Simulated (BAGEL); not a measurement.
# singlet C2HF2O+: levels of theory compared

Aim: a comparison of 5 runs (HF/STO-3G, B3LYP/6-31G*, B3LYP/6-311+G**, PBE0/6-311+G**, RI-MP2/6-311+G**) of singlet C2HF2O+. 

The calculation is run with BAGEL 1.2.2.

4 further runs of the same task are left out: 2 that didn't finish, 2 set aside as unsound or not needed. Runs told in other sessions of the task aren't counted.

### 1 The system as given

The species is C2HF2O+ (6 atoms), meant as a singlet with charge +1. As SMILES of the parent species, `O=[C]C(F)F`. The shape is that of a GFN2-xTB optimisation. This is one conformer, not always the lowest. That shape belongs to the parent species and isn't relaxed for this state.

Bond lengths: O1–C2 1.179 Å, C2–C3 1.508 Å, C3–F4 1.355 Å, C3–F5 1.345 Å, C3–H6 1.106 Å. Angles: O1–C2–C3 130.9°, C2–C3–F4 113.0°, C2–C3–F5 111.6°, F4–C3–F5 106.7°, C2–C3–H6 108.3°, F4–C3–H6 108.7°, F5–C3–H6 108.4°.

### 2 A single-point energy at HF/STO-3G (density fitting with qzvpp-jkfit) (run 1)

input.json reads:

```json
{ "bagel" : [

{
  "title" : "molecule",
  "basis" : "sto-3g",
  "df_basis" : "qzvpp-jkfit",
  "angstrom" : true,
  "geometry" : [
    { "atom" : "O", "xyz" : [    0.874420,   -1.726950,    0.579190 ] },
    { "atom" : "C", "xyz" : [    0.910850,   -0.610640,    0.202210 ] },
    { "atom" : "C", "xyz" : [   -0.196900,    0.371530,   -0.083060 ] },
    { "atom" : "F", "xyz" : [   -1.316320,   -0.218130,   -0.568970 ] },
    { "atom" : "F", "xyz" : [    0.178190,    1.291610,   -0.988950 ] },
    { "atom" : "H", "xyz" : [   -0.450240,    0.892590,    0.859590 ] }
  ]
},
{
  "title" : "hf",
  "charge" : 1
},
{
  "title" : "print",
  "file" : "orbitals.molden",
  "orbitals" : true
}

]}
```

Command:

```
$ BAGEL_NUM_THREADS=1 BAGEL input.json > input.out
```

Output:

```text
* using 1 threads per process

  ===============================================================
  ===============================================================

  *** Geometry ***

  { "atom" : "O", "xyz" : [      1.652414,     -3.263463,      1.094510 ] },
  { "atom" : "C", "xyz" : [      1.721257,     -1.153942,      0.382122 ] },
  { "atom" : "C", "xyz" : [     -0.372087,      0.702090,     -0.156961 ] },
  { "atom" : "F", "xyz" : [     -2.487484,     -0.412206,     -1.075197 ] },
  { "atom" : "F", "xyz" : [      0.336730,      2.440789,     -1.868845 ] },
  { "atom" : "H", "xyz" : [     -0.850830,      1.686751,      1.624390 ] },

  Number of auxiliary basis functions:      399

  Since a DF basis is specified, we compute 2- and 3-index integrals:
    o Being stored without compression. Storage requirement is 0.002 GB

  Number of basis functions:       26
  Number of electrons      :       39

    * METHOD: MOLECULE                             0.09

  *** RHF ***

  === Nuclear Repulsion ===
   165.4371985482

      * DIIS with orbital gradients will be used.

  === RHF iteration (sto-3g) ===
      0       -344.66437176          0.04199185           0.01
      1       -344.77617774          0.04032902           0.01
      2       -344.95740846          0.00566109           0.01
[... 12 lines of this table left out ...]
     15       -344.96394979          0.00000001           0.01
    * SCF iteration converged.

    * Permanent dipole moment:
           (   -0.921110,     0.404210,    -0.975055) a.u.

    * METHOD: HF                                   0.20

    * METHOD: PRINT                                0.00

  ===============================================================
```

Wall time 0.53 s (1 thread of Arm Neoverse V2, shared host); peak memory 0.083 GiB.

### 3 The energy at B3LYP/6-31G(d) (density fitting with qzvpp-jkfit, spherical functions) (run 2)

calc.json reads:

```json
{ "bagel": [

{
  "title": "molecule",
  "basis": "6-31gs.json",
  "df_basis": "qzvpp-jkfit",
  "angstrom": true,
  "geometry": [
    { "atom": "O", "xyz": [       0.874420,      -1.726950,       0.579190 ] },
    { "atom": "C", "xyz": [       0.910850,      -0.610640,       0.202210 ] },
    { "atom": "C", "xyz": [      -0.196900,       0.371530,      -0.083060 ] },
    { "atom": "F", "xyz": [      -1.316320,      -0.218130,      -0.568970 ] },
    { "atom": "F", "xyz": [       0.178190,       1.291610,      -0.988950 ] },
    { "atom": "H", "xyz": [      -0.450240,       0.892590,       0.859590 ] }
  ]
},

{
  "title": "ks",
  "xc_func": "b3lyp",
  "charge": 1
},

{
  "title": "print",
  "file": "orbitals.molden",
  "orbitals": true
}

]}
```

The basis set 6-31G* is read from a file made from the Basis Set Exchange's data (not shown).

Command:

```
$ BAGEL_NUM_THREADS=1 BAGEL calc.json > calc.out
```

Output:

```text
* using 1 threads per process

  ===============================================================
  ===============================================================

  *** Geometry ***

[... 19 lines left out ...]
    * Removing 10616 points whose weight is below 1.00e-10
[... 2 lines left out ...]
  === Nuclear Repulsion ===
   165.4371985482

       - DIIS with orbital gradients will be used.

  === KS iteration (b3lyp / 6-31gs.json) ===
      0       -320.03069298          0.15345638           0.18
      1       -229.25552652          0.24618551           0.17
      2       -291.22124017          0.20043198           0.17
[... 21 lines of this table left out ...]
     24       -351.28278235          0.00000000           0.17
    * SCF iteration converged.

    * Permanent dipole moment:
           (   -0.900677,     0.271935,    -1.058829) a.u.

    * METHOD: KS                                   4.63

    * METHOD: PRINT                                0.01

  ===============================================================
```

Run time: 5.1 s. Hardware: 1 thread of Arm Neoverse V2, shared host; peak memory 0.28 GiB.

Runs 3 to 4 aren't shown in full; the table further down has their settings and results.

### 4 The energy at RI-MP2/6-311+G(d,p) (density fitting with qzvpp-jkfit) (run 5)

mp2.json reads:

```json
{ "bagel": [

{
  "title": "molecule",
  "basis": "6-311+gss.json",
  "df_basis": "qzvpp-jkfit",
  "angstrom": "true",
  "geometry": [
    { "atom": "O", "xyz": [       0.874420,      -1.726950,       0.579190 ] },
    { "atom": "C", "xyz": [       0.910850,      -0.610640,       0.202210 ] },
    { "atom": "C", "xyz": [      -0.196900,       0.371530,      -0.083060 ] },
    { "atom": "F", "xyz": [      -1.316320,      -0.218130,      -0.568970 ] },
    { "atom": "F", "xyz": [       0.178190,       1.291610,      -0.988950 ] },
    { "atom": "H", "xyz": [      -0.450240,       0.892590,       0.859590 ] }
  ]
},

{
  "title": "hf",
  "charge": 1
},

{
  "title": "mp2",
  "charge": 1,
  "ncore": 5
}

]}
```

The basis set 6-311+G** is read from a file made from the Basis Set Exchange's data (not shown).

Command:

```
$ BAGEL_NUM_THREADS=1 BAGEL mp2.json > mp2.out
```

Output:

```text
* using 1 threads per process

  ===============================================================
  ===============================================================

  *** Geometry ***

[... 30 lines left out ...]
    * SCF iteration converged.
[... 1 line left out ...]
    * Permanent dipole moment:
[... 2 lines left out ...]
    * METHOD: HF                                   1.37

  *** RHF ***

  === Nuclear Repulsion ===
   165.4371985482

      * DIIS with orbital gradients will be used.

  === RHF iteration (6-311+gss.json) ===
      0       -349.73233152          0.00000000           0.06
    * SCF iteration converged.

    * Permanent dipole moment:
           (   -1.166598,     0.244023,    -1.238512) a.u.

  === DF-MP2 calculation ===

    * freezing 5 orbitals
    * 3-index integral transformation done
    * assembly done

      MP2 correlation energy:   -0.8904599608      0.06

      MP2 total energy:       -350.6227914857

    * METHOD: MP2                                  0.20

  ===============================================================
```

It took 2 s on 1 thread of Arm Neoverse V2, shared host; peak memory 0.12 GiB.

### 5 All runs side by side

| run | level | frozen core orbitals | energy (Eh) | HOMO energy (eV) | LUMO energy (eV) | HOMO–LUMO gap (eV) | wall time |
| --- | --- | --- | --- | --- | --- | --- | --- |
| 1 | HF/STO-3G (density fitting with qzvpp-jkfit) | – | -344.963950 | -19.59 | -6.10 | 13.48 | 0.53 s |
| 2 | B3LYP/6-31G* (density fitting with qzvpp-jkfit, spherical functions) | – | -351.282782 | -17.32 | -12.45 | 4.87 | 5.1 s |
| 3 | B3LYP/6-311+G** (density fitting with qzvpp-jkfit) | – | -351.395618 | -17.72 | -12.74 | 4.98 | 9.9 s |
| 4 | PBE0/6-311+G** (density fitting with qzvpp-jkfit) | – | -351.034926 | -17.97 | -12.44 | 5.54 | 11 s |
| 5 | RI-MP2/6-311+G** (density fitting with qzvpp-jkfit) | 5 | -350.622791 | – | – | – | 2 s |

### 6 Results

```
                                          quantity          value
                               run 5: total energy  -350.62279 Eh
run 5: correlation energy (5 core orbitals frozen)     -890.5 mEh
```

Over runs 1, 2, 3, 4 the HOMO–LUMO gap runs from 4.87 eV (B3LYP/6-31G*) to 13.48 eV (HF/STO-3G). The two ends differ in method and basis. Totals of different functionals can't be ranked against each other. In run 1 the basis is minimal, so the values are rough. All runs together took 29 s, the longest 11 s.
